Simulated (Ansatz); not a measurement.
# Interaction energy ladder

The pair of H2S (SMILES S, atoms 1–3) and CH5N (SMILES CN, atoms 4–10), both closed shells, in one local arrangement (a lower one may exist), relaxed at PBE0-D4/def2-TZVP:

S1  (0.057, -0.421, -2.727)
H2  (-1.034, 0.322, -2.961)
H3  (0.236, 0.111, -1.481)
C4  (-0.139, -0.491, 1.194)
N5  (0.429, 0.637, 0.470)
H6  (-0.107, -0.398, 2.287)
H7  (0.393, -1.403, 0.914)
H8  (-1.180, -0.625, 0.893)
H9  (1.402, 0.772, 0.713)
H10  (-0.056, 1.496, 0.698)
(Å)

Ansatz 0.2.0; basis: def2-TZVPPD, with def2-QZVPPD for the basis limit; cores frozen in the correlated methods. B3LYP uses VWN-RPA correlation. Extrapolation: Hartree–Fock as exp(−7.88 √X), correlation as X^−2.97. Interaction energies count from these two fragments, frozen as in the pair, with the counterpoise correction; negative means bound.

Problem. What is the interaction energy by CCSD(T) at an estimated basis limit (MP2 extrapolated from triple and quadruple zeta, plus CCSD(T) − MP2 in triple zeta)? (Judge from chemistry; the value comes from the calculation.)

Solution. Computed: -17.2 kJ/mol. Hartree–Fock alone gives -1.8 kJ/mol at the basis limit. It counts from the two fragments frozen as in the pair.

The same quantity by other methods in triple zeta, and each one's difference from that estimate:
| method | E_int (kJ/mol) | difference |
| --- | --- | --- |
| PBE-D4 | -23.9 | -6.6 |
| revPBE-D4 | -21.2 | -3.9 |
| BLYP-D4 | -20.0 | -2.7 |
| r2SCAN-D4 | -20.9 | -3.7 |
| B97M-V | -18.1 | -0.9 |
| PBE0-D4 | -21.8 | -4.5 |
| B3LYP-D4 | -19.5 | -2.3 |
| HSE06-D4 | -21.7 | -4.5 |
| wB97X-V | -17.1 | 0.1 |
| wB97M-V | -16.5 | 0.7 |
| B2PLYP | -14.3 | 2.9 |
| HF | -1.9 | 15.4 |
| MP2 | -17.4 | -0.2 |
| CCSD | -12.5 | 4.7 |
| CCSD(T) | -15.0 | 2.2 |
Differences are method less estimate.

Problem. Which atoms make the shortest contact between the fragments?

Solution. H3 and N5, 2.03 Å apart.

Energy to bend the free fragments (PBE0-D4 minima) into their shapes in the pair, CCSD(T)/def2-TZVPPD: H2S 1.0 kJ/mol; CH5N 0.0 kJ/mol. This must be added to the interaction energy to get the binding energy from relaxed fragments.

Basis-set superposition shift (counterpoise-corrected less uncorrected): CCSD(T) 2.6; MP2 2.6; HF 0.3; PBE0-D4 0.4; wB97M-V 0.5 kJ/mol.

T1 diagnostic: at most 0.011.

For scale, one of the runs: CCSD(T)/def2-TZVPPD, 244 basis functions, launched by `ansatz run in.yaml --threads 4 --pin off --events-out ev --progress --plain --max-ram 9574MiB`. Hardware: 4 CPU threads of an Intel Xeon Platinum 8488C, shared host. Wall time 38 s; peak host memory 4.8 GiB.
